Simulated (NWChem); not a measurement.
Species: AlCl$_{3}$; SMILES [Cl][Al]([Cl])[Cl]

Results from NWChem. Pople sets run with spherical d functions. The geometry was optimised at PBE0/def2-SVP. Level PBE/6-31G*: energy and gradient; each run changes one setting, and changes count from the defaults (medium grid, exact Coulomb integrals, symmetry on).

Task: Which setting moves the energy most, and by about how much (defaults; tight SCF thresholds and tolerances; Coulomb fitting, Weigend set; coarse grid; symmetry off)?

Result: Coulomb fitting, Weigend set, by about 100 μHa.
```json
[
 {"setting": "defaults", "size of the energy change (μHa)": "< 10", "largest change of a gradient component (μHa/bohr)": "< 30"},
 {"setting": "symmetry off", "size of the energy change (μHa)": "< 10", "largest change of a gradient component (μHa/bohr)": "other frame"},
 {"setting": "Coulomb fitting, Weigend set", "size of the energy change (μHa)": "100", "largest change of a gradient component (μHa/bohr)": "< 30"},
 {"setting": "coarse grid", "size of the energy change (μHa)": "< 10", "largest change of a gradient component (μHa/bohr)": "< 30"},
 {"setting": "tight SCF thresholds and tolerances", "size of the energy change (μHa)": "< 10", "largest change of a gradient component (μHa/bohr)": "< 30"}
]
```
